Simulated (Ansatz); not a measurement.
CH5AlO, closed shell: a trajectory.

in.yaml

```yaml
crystal:
  periodic: [false, false, false]
  atoms:
    - {symbol: Al, position_ang: [-1.454477, -0.619417, -0.034770]}
    - {symbol: O, position_ang: [-0.225935, 0.494004, -0.341943]}
    - {symbol: C, position_ang: [1.131303, 0.557671, -0.016201]}
    - {symbol: H, position_ang: [1.335103, 1.458071, 0.572653]}
    - {symbol: H, position_ang: [-2.877976, -0.265327, -0.613608]}
    - {symbol: H, position_ang: [-1.110134, -1.923801, 0.798133]}
    - {symbol: H, position_ang: [1.467183, -0.311495, 0.564229]}
    - {symbol: H, position_ang: [1.734933, 0.610293, -0.928294]}
basis:
  gaussian: {orbitals: def2-SVP}
hamiltonian: {xc: pbe0, dispersion: d4}
md: {n_steps: 25, timestep: 0.5, temperature: 8000, ensemble: nve, seed: 835, initial_velocities: maxwell_boltzmann}
```

Run by:

```bash
ansatz run in.yaml --threads 2 --pin off --events-out ev --progress --plain --max-ram 4352MiB
```

The run's output (Ansatz 0.2.0):

```
Functional definition: PBE0
  name "PBE0"
  cite "Adamo & Barone, J. Chem. Phys. 110, 6158 (1999) doi:10.1063/1.478522"
  cite "Perdew, Burke & Ernzerhof, Phys. Rev. Lett. 77, 3865 (1996) doi:10.1103/PhysRevLett.77.3865"
  parent pbe
  parameter a = 0.25
  parameter kappa = 0.804
  parameter beta = 0.06672455060314922
  exchange = (1 - a)*pbe_x(kappa = kappa, mu = beta*pi^2/3) + a*exact_x
  correlation = pbe_c(beta = beta)
746 factors; integrals over basis functions are off by at most 3.2e-4 eV
mean field evaluation 1: about -9747.2643 eV, gradient 4.6e1 eV
mean field evaluation 2: about -9734.5576 eV, gradient 9.1e1 eV
mean field evaluation 4: about -9751.7011 eV, gradient 4.1e0 eV
mean field evaluation 8: about -9751.7378 eV, gradient 6.5e-3 eV
mean field -9751.73782297 eV, -358.3697550289 hartree, gradient 8.5e-5 eV, S^2 0.000000; 0 other end points of the search recorded, 0 dependent functions left out
the calculation of the forces begins
reference -9751.73785172 eV, -358.3697560855 hartree; 16, 16 occupied and 55, 55 virtual orbitals, 746 factors
md step     0: t =     0.00 fs  T =  8000.0 K  F+E_penalty+E_count = -9751.82553598 eV  E_kin = 6.204480 eV  conserved = -9745.62105603 eV  (21 SCF iters)
md step     1: t =     0.50 fs  T =  7849.9 K  F+E_penalty+E_count = -9751.70390761 eV  E_kin = 6.088077 eV  conserved = -9745.61583040 eV  (22 SCF iters, 3 dispersion substeps)
md step     2: t =     1.00 fs  T =  7458.8 K  F+E_penalty+E_count = -9751.39400406 eV  E_kin = 5.784722 eV  conserved = -9745.60928165 eV  (22 SCF iters, 3 dispersion substeps)
md step     3: t =     1.50 fs  T =  6942.9 K  F+E_penalty+E_count = -9750.98805062 eV  E_kin = 5.384604 eV  conserved = -9745.60344632 eV  (23 SCF iters, 3 dispersion substeps)
md step     4: t =     2.00 fs  T =  6410.2 K  F+E_penalty+E_count = -9750.57168022 eV  E_kin = 4.971518 eV  conserved = -9745.60016219 eV  (23 SCF iters, 3 dispersion substeps)
md step     5: t =     2.50 fs  T =  5921.5 K  F+E_penalty+E_count = -9750.19215600 eV  E_kin = 4.592445 eV  conserved = -9745.59971140 eV  (24 SCF iters, 3 dispersion substeps)
md step     6: t =     3.00 fs  T =  5484.0 K  F+E_penalty+E_count = -9749.85363929 eV  E_kin = 4.253178 eV  conserved = -9745.60046118 eV  (24 SCF iters, 3 dispersion substeps)
md step     7: t =     3.50 fs  T =  5088.6 K  F+E_penalty+E_count = -9749.54740084 eV  E_kin = 3.946508 eV  conserved = -9745.60089266 eV  (24 SCF iters, 3 dispersion substeps)
md step     8: t =     4.00 fs  T =  4729.3 K  F+E_penalty+E_count = -9749.26832612 eV  E_kin = 3.667872 eV  conserved = -9745.60045435 eV  (24 SCF iters, 3 dispersion substeps)
md step     9: t =     4.50 fs  T =  4413.0 K  F+E_penalty+E_count = -9749.02209352 eV  E_kin = 3.422558 eV  conserved = -9745.59953576 eV  (23 SCF iters, 3 dispersion substeps)
md step    10: t =     5.00 fs  T =  4155.0 K  F+E_penalty+E_count = -9748.82120243 eV  E_kin = 3.222423 eV  conserved = -9745.59877946 eV  (24 SCF iters, 3 dispersion substeps)
md step    11: t =     5.50 fs  T =  3968.0 K  F+E_penalty+E_count = -9748.67608012 eV  E_kin = 3.077405 eV  conserved = -9745.59867477 eV  (24 SCF iters, 3 dispersion substeps)
md step    12: t =     6.00 fs  T =  3853.2 K  F+E_penalty+E_count = -9748.58784170 eV  E_kin = 2.988354 eV  conserved = -9745.59948792 eV  (24 SCF iters, 3 dispersion substeps)
md step    13: t =     6.50 fs  T =  3794.9 K  F+E_penalty+E_count = -9748.54444870 eV  E_kin = 2.943203 eV  conserved = -9745.60124562 eV  (24 SCF iters, 3 dispersion substeps)
md step    14: t =     7.00 fs  T =  3761.6 K  F+E_penalty+E_count = -9748.52090966 eV  E_kin = 2.917349 eV  conserved = -9745.60356072 eV  (24 SCF iters, 3 dispersion substeps)
md step    15: t =     7.50 fs  T =  3714.5 K  F+E_penalty+E_count = -9748.48612215 eV  E_kin = 2.880801 eV  conserved = -9745.60532103 eV  (24 SCF iters, 3 dispersion substeps)
md step    16: t =     8.00 fs  T =  3630.3 K  F+E_penalty+E_count = -9748.42024421 eV  E_kin = 2.815505 eV  conserved = -9745.60473884 eV  (24 SCF iters, 3 dispersion substeps)
md step    17: t =     8.50 fs  T =  3531.6 K  F+E_penalty+E_count = -9748.33983652 eV  E_kin = 2.739005 eV  conserved = -9745.60083193 eV  (25 SCF iters, 3 dispersion substeps)
md step    18: t =     9.00 fs  T =  3496.8 K  F+E_penalty+E_count = -9748.30800672 eV  E_kin = 2.712007 eV  conserved = -9745.59599972 eV  (24 SCF iters, 3 dispersion substeps)
md step    19: t =     9.50 fs  T =  3611.8 K  F+E_penalty+E_count = -9748.39642725 eV  E_kin = 2.801134 eV  conserved = -9745.59529282 eV  (24 SCF iters, 3 dispersion substeps)
md step    20: t =    10.00 fs  T =  3887.1 K  F+E_penalty+E_count = -9748.61496944 eV  E_kin = 3.014678 eV  conserved = -9745.60029133 eV  (24 SCF iters, 3 dispersion substeps)
md step    21: t =    10.50 fs  T =  4233.8 K  F+E_penalty+E_count = -9748.89035651 eV  E_kin = 3.283536 eV  conserved = -9745.60682042 eV  (24 SCF iters, 3 dispersion substeps)
md step    22: t =    11.00 fs  T =  4529.4 K  F+E_penalty+E_count = -9749.12331366 eV  E_kin = 3.512837 eV  conserved = -9745.61047699 eV  (23 SCF iters, 3 dispersion substeps)
md step    23: t =    11.50 fs  T =  4697.5 K  F+E_penalty+E_count = -9749.25339734 eV  E_kin = 3.643193 eV  conserved = -9745.61020409 eV  (24 SCF iters, 3 dispersion substeps)
md step    24: t =    12.00 fs  T =  4734.4 K  F+E_penalty+E_count = -9749.27884843 eV  E_kin = 3.671848 eV  conserved = -9745.60699996 eV  (24 SCF iters, 3 dispersion substeps)
md step    25: t =    12.50 fs  T =  4697.1 K  F+E_penalty+E_count = -9749.24556635 eV  E_kin = 3.642854 eV  conserved = -9745.60271278 eV  (25 SCF iters, 3 dispersion substeps)
Total energy: -9749.24559443 eV, -358.2781673192 hartree
Atom 0 at    -1.345599    -0.582040     0.036657 Å, force     0.794722    -2.863800    -1.864423 eV/Å
Atom 1 at    -0.368019     0.755640    -0.434715 Å, force     2.155077    -0.195589     2.046021 eV/Å
Atom 2 at     0.971109     0.310201    -0.007655 Å, force     0.964001     4.784055    -0.427016 eV/Å
Atom 3 at     1.586849     0.756040     0.907271 Å, force    -1.825764     0.499625    -1.510064 eV/Å
Atom 4 at    -1.995034    -1.059465    -1.522595 Å, force    -0.261004     0.358663     1.648115 eV/Å
Atom 5 at    -0.435367    -2.081593     0.979864 Å, force    -1.465680     1.885001    -0.584323 eV/Å
Atom 6 at     0.970814    -0.632111     0.337617 Å, force    -0.216382    -4.472631     0.895544 eV/Å
Atom 7 at     1.671450     0.380458    -0.850317 Å, force    -0.144969     0.004676    -0.203854 eV/Å
Dipole moment:    -0.078076     0.036917     0.380405 e Å

[the SCF lines of later steps are left out]
```

Hardware: 2 CPU threads of an Intel Xeon Platinum 8259CL, shared host. Wall time about 32 s.


The run ended normally. The set temperature is far above any at which the molecule holds together: the atoms start with that much kinetic energy, which flows into stretching the bonds.